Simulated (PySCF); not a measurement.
**Si: ionisation energy**

Si [Ne] 3s2 3p2 (3P) → Si⁺ [Ne] 3s2 3p1 (2P), as a difference of total energies. Computed with PySCF 2.14 in def2-TZVPPD, with no relativity, point nucleus. Correlated levels: valence: [Ne] frozen. The calculations carry no spin-orbit coupling.

```json
{"method": "UHF", "ionisation energy (eV)": "7.638"}
{"method": "MP2 (valence)", "ionisation energy (eV)": "8.042"}
{"method": "SCS-MP2 (valence)", "ionisation energy (eV)": "7.956"}
{"method": "CCSD (valence)", "ionisation energy (eV)": "8.071"}
{"method": "CCSD(T) (valence)", "ionisation energy (eV)": "8.110"}
{"method": "CCSDT (valence)", "ionisation energy (eV)": "8.119"}
```

Question: How much does correlation contribute at CCSD(T) (valence)?

Answer: 8.110 − (7.638) = 0.472 eV, measured against UHF.

Errors of the correlated levels include the incompleteness of this basis and the frozen core.

For comparison: 8.157 eV (measured; NIST levels, between the centres of gravity of the two terms).
